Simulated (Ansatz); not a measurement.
# SiHCl (triplet): RPA-PBE over vertical spin and charge gaps, cc-pVTZ

How well do these functionals follow the top wave-function level for SiHCl (triplet) over vertical spin and charge gaps?

Program: Ansatz 0.2.0, Gaussian basis. Level of theory: cc-pVTZ, all electrons in the functionals, frozen cores in the correlation of double hybrids and RPA. These are calculated values, not measurements.

The runs, in order: RPA-PBE, at charge 0, triplet; charge 0, singlet; charge 0, quintet; charge 1, doublet; charge 1, quartet.

## (1) What is computed

The geometry is a PBE0/def2-TZVP stationary point (not a proven minimum).

3 atoms, charge 0, spin multiplicity 3.

Atoms are counted from 1 here; the program's logs count them from 0.

Bond lengths: Si1–Cl2 2.048 Å, Si1–H3 1.491 Å. Angles: Cl2–Si1–H3 115.5°.

No dispersion term is added.

The geometry shown and the zero of energy belong to the point charge 0, triplet. The yardstick, UCCSDT(Q), and other wave-function levels (R restricted, U unrestricted, valence and pair active spaces) come from earlier runs.

## (2) RPA-PBE, charge 0, triplet

Input file in.yaml:

```yaml
crystal:
  periodic: [false, false, false]
  atoms:
    - {symbol: Si, position_ang: [0.000000, -0.097122, 1.110575]}
    - {symbol: Cl, position_ang: [0.000000, 0.042769, -0.932187]}
    - {symbol: H, position_ang: [0.000000, 1.201899, 1.843159]}
basis:
  gaussian: {orbitals: cc-pVTZ}
magnetization: {spin_polarized: true, initial_magnetization: 2}
hamiltonian: {xc: {name: PBE}}
correlation: {method: rpa, electrons: outside_noble_gas}
```

Launch:

```bash
$ ansatz run in.yaml --threads 1 --pin off --events-out ev --progress --plain --max-ram 2816MiB --backend cpu
```

After this run come: RPA-PBE, charge 0, singlet; RPA-PBE, charge 0, quintet; RPA-PBE, charge 1, doublet; RPA-PBE, charge 1, quartet.

**Question.** What will the summary of the whole plan be? Wanted: triplet to singlet, UCCSDT(Q); triplet to quintet, UCCSDT(Q); ionisation to the doublet cation, UCCSDT(Q); ionisation to the quartet cation, UCCSDT(Q); largest miss, RPA-PBE.

As calculated:

| quantity | value |
| --- | --- |
| triplet to singlet, UCCSDT(Q) | -110.9 kJ/mol |
| triplet to quintet, UCCSDT(Q) | 741.5 kJ/mol |
| ionisation to the doublet cation, UCCSDT(Q) | 744.2 kJ/mol |
| ionisation to the quartet cation, UCCSDT(Q) | 1185.4 kJ/mol |
| largest miss, RPA-PBE | -23.1 kJ/mol (triplet to quintet) |

What this shows: RPA-PBE strays by up to 23.1 kJ/mol, at triplet to quintet. Functionals and the yardstick converge differently with the basis, so part of each miss in cc-pVTZ is the basis.
